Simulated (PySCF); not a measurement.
The numbers are results of PBE-D3(BJ)/def2-TZVP // B3LYP-D3(BJ)/def2-TZVP (PySCF), not measurements. All species are isolated molecules in the gas phase. One relaxed conformer stands for a flexible species; it need not be the lowest. Excitations are Tamm–Dancoff values on a coarser integration grid. The basis has no diffuse functions, so Rydberg states are missing or too high.

Reference species (SMILES): `C=CC=C` (C–C–C–C torsion 180°) (neutral, multiplicity 1).

LUMO: -1.82 eV
T1 excitation (TDA): 3.23 eV

Changed species: `N#CC=C` (X = cyano; the reference has X = vinyl).

Problem. Predict the effect on the LUMO and T1 excitation (TDA).

Solution. the LUMO falls by 0.87 eV, to -2.69 eV; the T1 excitation (TDA) rises by 0.55 eV, to 3.78 eV.
